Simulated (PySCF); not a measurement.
# CHN: the cost of one run

The runs use PySCF 2.14.0, with density-fitted response routines of our own; the level of theory stands in each step. All values are computed, except where a source is named. Atoms count from 0, in the outputs and in this text.

## (1) Starting geometry

3 atoms, charge 0, multiplicity 1; geometry from: MMFF94s.

Bonds of the start (Å): C0–N1 1.16, C0–H2 1.07.

## (2) Relaxing the molecule at PBE0-D3(BJ)/def2-SVP

The job: settings as JSON, then the geometry in Å.

```
{"job": {"xc": "PBE0", "basis": "def2-SVP", "d3": "d3bj", "grid": 1, "kind": "geom"}, "charge": 0, "multiplicity": 1}
C     -0.031663    -0.000475    -0.000000
N      1.128206     0.016922     0.000000
H     -1.096543    -0.016447    -0.000000
```

Command:

```
$ OMP_NUM_THREADS=1 python probes_run.py task.json out
```

This one command runs all jobs of the session in turn.

Q: Estimate the wall time and peak memory of this first job on 1 thread of Arm Neoverse V2, shared host.

About 1.3 s, with a peak of 0.23 GiB.
